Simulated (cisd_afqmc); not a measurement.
Input (AFQMC/CISD/cc-pVDZ; cisd_afqmc is a phaseless AFQMC code with CISD trial states that reads the integrals written by Ansatz):

Ansatz 0.2 input:
```python
import cisd_afqmc

open("ham.yaml", "w").write("""\
crystal:
  periodic: [false, false, false]
  atoms:
    - {symbol: N, position_ang: [-0.00000000, -0.00000000, -0.56338698]}
    - {symbol: O, position_ang: [0.00000000, 0.00000000, 0.49296360]}
basis:
  gaussian:
    orbitals: cc-pVDZ
total_charge: 1
magnetization: {spin_polarized: false}
correlation: {method: ccsd, electrons: outside_noble_gas, hamiltonian_folder: ham}
""")
rep = cisd_afqmc.ansatz("ham.yaml")
e_ccsd = rep["correlation"]["coupled_cluster"]["energy"]["hartree"]
out = cisd_afqmc.run("ham", e_ccsd, trial="CISD", walkers=200, populations=8, threads=8, dt=0.005, steps=40, early=24, settle=10, least=32,
    cut=5e-5, rank_cut=2e-4, target=0.0004, seconds=1500, seed=1, memory=17280, gpu=False)
```

Output:

```
orbitals 26, occupied [5], factors 142 of 267, rank of the doubles 75 of 105
E(HF) = -128.928327
E(CCSD) on the cut factors = -129.261190, shift to the whole factors -0.000008
Energy of the trial state on the determinant = -129.261236
  tau behind 7.2 of longer steps, mean of the populations' last blocks
   2.0  -129.27483
   4.0  -129.27541
   6.0  -129.27621
   8.0  -129.27750
  10.0  -129.27614
  12.0  -129.27537
blocks 601 (1 outliers left out), error by blocks joined: 1: 0.00024, 2: 0.00028, 4: 0.00033, 8: 0.00040, 16: 0.00039
E(AFQMC/CISD) = -129.27569 +/- 0.00040
```
